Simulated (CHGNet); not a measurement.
2H MoS2

These are the machine-learned potential CHGNet 0.3.0 (trained on PBE and PBE+U data) values and carry that method's errors.

Cell: relaxed at this level.

```json
{
  "lattice_constant_a": "3.194 Å",
  "c axis length": "17.564 Å"
}
```

Measured, for comparison: lattice constant a 3.16 Å, lattice parameter c 12.294 Å (300 K, no zero-point or thermal correction; as tabulated in arXiv:1605.07067). Computed (rounded) less measured: lattice constant a +1.1 %, lattice parameter c +42.9 %.

A machine-learned potential is trained on density-functional data: it inherits that level's misses and adds fitting errors of its own.

Note: the model's c/a of 5.50 is far from the 3.89 of the starting cell; this model's volume lies 46 % above that of the starting cell (a measured, published or database cell); the cell moved over 20 % in volume from its start.
